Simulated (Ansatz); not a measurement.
C2H6S2 (`SCCS`). Total charge 0; spin multiplicity 1.

Z-matrix (Å, degrees):
```
C
C 1 1.514
S 1 1.819 2 110.7
H 1 1.093 2 110.3 3 -121.5
H 1 1.092 2 109.1 3 119.7
S 2 1.810 1 114.4 3 55.8
H 2 1.092 1 110.2 3 -61.5
H 2 1.092 1 110.1 3 179.8
H 3 1.342 1 95.6 2 150.9
H 6 1.343 2 96.6 1 61.3
```

(1) What are the harmonic wavenumbers in cm⁻¹ at PBE0-D4/def2-TZVP (Ansatz, finite differences of forces, unscaled)? (Estimate.)

(2) Is this a minimum?

(3) Give the ideal-gas thermochemistry at 298.15 K and 1 bar (rigid rotor, harmonic oscillator; point group C1, symmetry number 1).

## Answers

(1) Ansatz gave: 111, 161, 228, 253, 404, 669, 688, 816, 843, 952, 1008, 1053, 1178, 1213, 1303, 1326, 1453, 1471, 2701, 2708, 3062, 3071, 3115, 3130.

(2) Yes, all 24 modes are real.

(3) Zero-point energy 196.9 kJ/mol; H(298) − E = 215.2 kJ/mol; entropy 325.5 J/(mol·K), of which translation 165.5, rotation 110.5, vibration 49.5; G(298) − E = 118.2 kJ/mol.
